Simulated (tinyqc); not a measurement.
Worked calculation: UHF in the sto-6g basis, for H2O, spin multiplicity 3. Computed by tinyqc, a small Python program that keeps every step (integrals from PySCF). Settings: charge = 0, multiplicity = 3, basis = sto-6g, energy threshold = 1e-09, iteration cap = 52, orthogonalisation = symmetric, start = random, DIIS depth = 4, DIIS from iteration = 3, method = UHF. Command: `OMP_NUM_THREADS=1 python tinyqc.py 22920 22921 out.jsonl` (the two numbers bound the seeds that draw the settings). One thread of a shared host (Intel(R) Xeon(R) Processor @ 2.60GHz), about 0.2 s of CPU time with the checks.

Geometry (angstrom):
```
atom,x,y,z
O,0.000000,0.000000,0.000000
H,0.000000,0.795000,0.669000
H,0.000000,-0.795000,0.669000
```

Stop when the energy changes by less than 1e-09 hartree and every element of the error matrix X^T (F D S - S D F) X (for each spin) is below 9e-06.

Course of the cycle:
```
iteration,E (hartree),change,largest element of the error matrix
1,-65.63963292,-,6.11e+00
2,-74.99995743,-9.36e+00,2.61e-01
3,-75.29392138,-2.94e-01,8.35e-02
4,-75.32999106,-3.61e-02,6.76e-02
5,-75.35664159,-2.67e-02,3.87e-02
6,-75.36660280,-9.96e-03,1.44e-02
7,-75.36859929,-2.00e-03,3.24e-03
8,-75.36875808,-1.59e-04,2.20e-03
9,-75.36883084,-7.28e-05,1.66e-03
10,-75.36896390,-1.33e-04,9.69e-04
11,-75.36902309,-5.92e-05,5.97e-04
12,-75.36904042,-1.73e-05,4.59e-04
13,-75.36905238,-1.20e-05,4.01e-04
14,-75.36905785,-5.47e-06,2.51e-04
15,-75.36905926,-1.41e-06,1.57e-04
16,-75.36905975,-4.88e-07,7.26e-05
17,-75.36905977,-1.42e-08,5.54e-05
18,-75.36905979,-2.80e-08,3.80e-05
19,-75.36905982,-2.74e-08,1.68e-05
20,-75.36905983,-1.36e-08,1.44e-05
21,-75.36905984,-5.76e-09,1.19e-05
22,-75.36905985,-8.51e-09,9.24e-06
23,-75.36905986,-7.66e-09,6.76e-06
24,-75.36905986,-3.04e-09,5.52e-06
25,-75.36905986,-3.06e-10,4.58e-06
```

Can the last value be used, and what does the course show?

Yes. Converged in 25 iterations. PySCF UHF in the same basis, after a stability check = -75.36905986 hartree.
